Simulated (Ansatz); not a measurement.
**S₂F₂: a ladder of functionals and wavefunction methods**

One table from this session's results is given with a row withheld; the runs are named, their logs left out.

Computed with Ansatz 0.2.0, Gaussian basis. Level: functionals in def2-TZVPP, the program's frozen cores in correlated methods.

The runs, in order: LDA (SPW92), PBE-D4, revPBE-D4, BLYP-D4, r2SCAN-D4, B97M-V, PBE0-D4, B3LYP-D4, r2SCANh-D4, r2SCAN0-D4, HSE06-D4, BHLYP-D4, CAM-B3LYP-D4, LC-ωPBE, ωB97X-V, ωB97M-V, B2PLYP, PBE-QIDH; CCSD(T)/def2-SVP; CCSD(T)/def2-TZVPP; CCSD(T)/def2-QZVPP; extrapolation to the limit; RPA on PBE.

## The relaxed structure

All runs share one geometry, relaxed beforehand with PBE0-D4 in a triple-zeta def2 set.

4 atoms, charge 0, spin multiplicity 1.

Atoms are counted from 1 here; the program's logs count them from 0.

Bond lengths: F1–S2 1.606 Å, S2–F3 1.606 Å, S2–S4 1.859 Å. Angles: F1–S2–F3 92.0°, F1–S2–S4 107.9°, F3–S2–S4 107.9°.

As a file:

```mol
F2S2
  3D, bonds by distance, orders not assigned

  4  3  0  0  0  0  0  0  0  0999 V2000
    0.7351    0.3364    1.1988 F   0  0
   -0.4810   -0.0900    0.2407 S   0  0
    0.3138   -1.3823   -0.2859 F   0  0
   -0.5679    1.1359   -1.1537 S   0  0
  1  2  8  0
  2  3  8  0
  2  4  8  0
M  END
```

The first run:

in.yaml

```yaml
crystal:
  periodic: [false, false, false]
  atoms:
    - {symbol: F, position_ang: [0.735138, 0.336374, 1.198850]}
    - {symbol: S, position_ang: [-0.481009, -0.090007, 0.240681]}
    - {symbol: F, position_ang: [0.313809, -1.382255, -0.285877]}
    - {symbol: S, position_ang: [-0.567950, 1.135877, -1.153655]}
basis:
  gaussian: {orbitals: def2-TZVPP}
hamiltonian: {xc: lda}
output: {orbitals: {seedname: orbitals}}
```

The run is started by

```sh
> ansatz run in.yaml --threads 4 --pin off --events-out ev --progress --plain --max-ram 10444MiB
```

Among the steps run: LDA; PBE-D4 (GGA); revPBE-D4 (GGA); BLYP-D4 (GGA); r2SCAN-D4 (meta-GGA); B97M-V (meta-GGA); B3LYP-D4 (hybrid); r2SCANh-D4 (hybrid); r2SCAN0-D4 (hybrid); HSE06-D4 (hybrid); BHLYP-D4 (hybrid); CAM-B3LYP-D4 (range-separated); LC-ωPBE (range-separated); ωB97X-V (range-separated); ωB97M-V (range-separated); B2PLYP (double hybrid); PBE-QIDH (double hybrid).

One table of the session follows, with a row left open; its other results are not shown here.

It belongs to the step «Orbital energies across the functionals». 

| functional | HOMO (eV) | LUMO (eV) | gap (eV) |
| --- | --- | --- | --- |
| LDA (SPW92) | -7.09 | -3.25 | 3.84 |
| PBE-D4 | -6.91 | -3.02 | 3.89 |
| revPBE-D4 | -6.84 | -2.93 | 3.91 |
| BLYP-D4 | -6.75 | -2.88 | 3.87 |
| r2SCAN-D4 | -7.18 | -2.94 | 4.25 |
| B97M-V | -7.22 | -2.87 | 4.36 |
| PBE0-D4 | -8.12 | -2.16 | 5.97 |
| B3LYP-D4 | -7.89 | -2.37 | 5.52 |
| r2SCANh-D4 | -7.63 | -2.60 | 5.02 |
| r2SCAN0-D4 | -8.30 | -2.10 | 6.20 |
| HSE06-D4 | -7.72 | -2.54 | 5.18 |
| BHLYP-D4 | -9.19 | -1.14 | 8.05 |
| CAM-B3LYP-D4 | -9.42 | -1.02 | 8.40 |
| LC-ωPBE | -10.75 | 0.11 | 10.87 |
| ωB97X-V | -10.39 | 0.08 | 10.47 |
| ωB97M-V | ? | ? | ? |

**Question.** Estimate the row for ωB97M-V.

**Answer.** HOMO (eV): -10.22; LUMO (eV): 0.05; gap (eV): 10.28. In the column «HOMO (eV)» it lies between ωB97X-V (-10.39) and CAM-B3LYP-D4 (-9.42).
